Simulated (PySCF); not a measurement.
# BN (triplet): the SCF solver's settings

Aim: find out which solver settings change the answer for BN (triplet).

Method: each script names its method and basis; program: PySCF 2.14.0.

1 further run of the same task is left out (it didn't finish).

## Step 1: The system as given

BN (triplet): 2 atoms, charge 0, spin multiplicity 3.

Bond lengths: B1–N2 1.323 Å.

## Step 2: The base run

input.py

```python
from pyscf import gto, dft

mol = gto.M(
    atom='B 0 0 0; N 0 0 1.323',
    basis='aug-cc-pvdz',
    charge=0,
    spin=2,
    verbose=4,
)
mf = dft.ROKS(mol, xc='camb3lyp')
mf.kernel()
mf.analyze()
print('orbital energies (hartree):', mf.mo_energy[..., max(0, mol.nelec[1]-3):mol.nelec[0]+3].round(4))
```

The run is started by

```sh
$ OMP_NUM_THREADS=1 python input.py
```

Its log is not repeated here.

Base result: E(SCF) = -79.378565 Eh, 9 cycles, μ = 2.27 D.

The bond length is a typed value, not an optimised one. The triplet is typed in the script; nothing here shows that it is the ground state.

## Step 3: Level shift 1 hartree

Run 1 changes level shift: none → 1 hartree.

input.py

```python
from pyscf import gto, dft

mol = gto.M(
    atom='B 0 0 0; N 0 0 1.323',
    basis='aug-cc-pvdz',
    charge=0,
    spin=2,
    verbose=4,
)
mf = dft.ROKS(mol, xc='camb3lyp')
mf.level_shift = 1.0
mf.kernel()
mf.analyze()
print('orbital energies (hartree):', mf.mo_energy[..., max(0, mol.nelec[1]-3):mol.nelec[0]+3].round(4))
```

The run is started by

```sh
$ OMP_NUM_THREADS=1 python input.py
```

## Step 4: DIIS space 12

Run 2 changes DIIS space: default → 12.

input.py, as its differences from that of step 2:

```diff
@@ -10,2 +10,3 @@
 mf = dft.ROKS(mol, xc='camb3lyp')
+mf.diis_space = 12
 mf.kernel()
```

## Step 5: Convergence threshold 1e-13 hartree

Run 3 changes convergence threshold: default → 1e-13 hartree.

input.py, as its differences from that of step 2:

```diff
@@ -10,2 +10,3 @@
 mf = dft.ROKS(mol, xc='camb3lyp')
+mf.conv_tol = 1e-13
 mf.kernel()
```

## Step 6: Initial guess atom

Run 4 changes initial guess: minao → atom.

input.py, as its differences from that of step 2:

```diff
@@ -10,2 +10,3 @@
 mf = dft.ROKS(mol, xc='camb3lyp')
+mf.init_guess = 'atom'
 mf.kernel()
```

Q: Predict the outcome of this session. Wanted: for each run, E(SCF); from base; SCF dipole.

The runs gave:

```
                                run  E(SCF) (hartree)  from base (eV)  cycles  SCF dipole (D)
                               base        -79.378565               0       9            2.27
              level shift 1 hartree        -79.378565          0.0000      31            2.27
                      DIIS space 12        -79.378565          0.0000       9            2.27
convergence threshold 1e-13 hartree        -79.378565          0.0000      12            2.27
                 initial guess atom        -79.378565          0.0000      10            2.27
```

Distance from each run's final energy (log10 hartree) by cycle:

```
                                run  cycle 1  cycle 2  cycle 3  cycle 5  cycle 8  cycle 12
                               base     -1.5     -1.1     -2.5     -4.2     -9.1      done
              level shift 1 hartree     -0.9     -1.4     -1.7     -2.0     -2.7      -3.9
                      DIIS space 12     -1.5     -1.1     -2.5     -4.2     -9.1      done
convergence threshold 1e-13 hartree     -1.5     -1.1     -2.5     -4.2     -9.1     < -11
                 initial guess atom     -0.9     -0.1     -1.8     -4.0     -8.7      done
```

What this shows: The SCF energy stays the same, to the digits that matter, with level shift 1 hartree or DIIS space 12 or convergence threshold 1e-13 hartree or initial guess atom. The base needs 9 cycles and the run with level shift 1 hartree needs 31. The cycles with DIIS space 12 repeat those of the base digit for digit, so the setting never acted.
